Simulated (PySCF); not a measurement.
# LC-VV10/6-311+G(d) (density fitting, IEF-PCM water, nlc grid 1) run of C2H5N (aziridine)

Wanted: energy and gradient of C2H5N (aziridine). 

Program for the calculation: PySCF 2.14.0.

1 further run of the same task is left out (set aside as unsound or not needed).

## 1. The molecule

The species is C2H5N (8 atoms), meant as a singlet with charge 0. SMILES: `C1CN1`. The coordinates come from a PBE0-D4/def2-TZVP relaxation.

Bond lengths: C1–C2 1.474 Å, C1–N3 1.458 Å, C2–N3 1.458 Å, C1–H4 1.085 Å, C1–H5 1.084 Å, C2–H6 1.084 Å, C2–H7 1.085 Å, N3–H8 1.013 Å. Some angles: C1–C2–N3 59.6°, C2–C1–N3 59.6°, C1–N3–C2 60.7°, C1–C2–H6 119.8°, C1–C2–H7 117.8°, N3–C2–H6 114.9°, N3–C2–H7 118.8°, C2–C1–H4 117.8°, C2–C1–H5 119.8°, N3–C1–H4 118.8°.

## 2. Energy and forces at LC-VV10/6-311+G(d) (density fitting, IEF-PCM water, nlc grid 1)

input.py reads:

```python
# aziridine
import pyscf.grad
from pyscf import gto, dft, solvent
from pyscf import df
from pyscf.pbc.tools.pyscf_ase import PySCF, ase_atoms_to_pyscf
from ase import Atoms

atoms = Atoms(['C', 'C', 'N', 'H', 'H', 'H', 'H', 'H'], positions=[
    [-0.441950, 0.372860, -0.526630],
    [0.701820, 0.041300, 0.342680],
    [-0.646410, -0.379240, 0.705850],
    [-0.523890, -0.146250, -1.476300],
    [-0.850360, 1.377350, -0.521460],
    [1.130680, 0.803020, 0.984310],
    [1.406100, -0.705720, -0.009460],
    [-0.775990, -1.363310, 0.501020],
])

mol = gto.M(
    atom=ase_atoms_to_pyscf(atoms),
    basis='6-311+g*',
    verbose=0,
    max_memory=1860,
)

ks = dft.RKS(mol)
ks.xc = 'lc-vv10'
ks = ks.density_fit(auxbasis=df.aug_etb(mol, beta=2.0))
ks = ks.PCM()
ks.with_solvent.method = 'IEF-PCM'
ks.with_solvent.eps = 78.3553
ks.nlcgrids.level = 1
atoms.calc = PySCF(method=ks)

e_ev = atoms.get_potential_energy()
print('energy %.6f eV' % e_ev)
forces = atoms.get_forces()
print('forces (eV/A)')
print(forces.round(5))
print('dipole (e A)', atoms.get_dipole_moment().round(5))
```

On the command line:

```sh
$ OMP_NUM_THREADS=1 python input.py
```

Output:

```text
energy -3640.492975 eV
forces (eV/A)
[[ 0.09667  0.08683  0.12073]
 [-0.10031  0.14482 -0.02895]
 [ 0.14468 -0.149   -0.24689]
 [-0.03789 -0.07167  0.09955]
 [ 0.02962 -0.01508  0.00902]
 [-0.01932 -0.00095 -0.02846]
 [-0.10805 -0.05144  0.04603]
 [-0.00606  0.05653  0.02949]]
Dipole moment(X, Y, Z, Debye):  1.30742, -0.91582, -2.06930
dipole (e A) [ 0.2722  -0.19067 -0.43082]
```

Wall time 3.7 min (1 thread of Intel Xeon at 2.50GHz (Skylake/Cascade Lake), shared host); peak memory 0.85 GiB.

## 3. Outcome

Level: LC-VV10/6-311+G* (density fitting, IEF-PCM water, nlc grid 1).

```
                  quantity          value
              total energy  -133.78565 Eh
             dipole moment         2.61 D
               HOMO energy      -10.42 eV
               LUMO energy        2.19 eV
             HOMO–LUMO gap       12.60 eV
solvent term in the energy   -28.2 kJ/mol
  largest force on an atom     0.323 eV/Å
```

The largest force is 0.32 eV/Å: the shape isn't a stationary point for this species at this level.
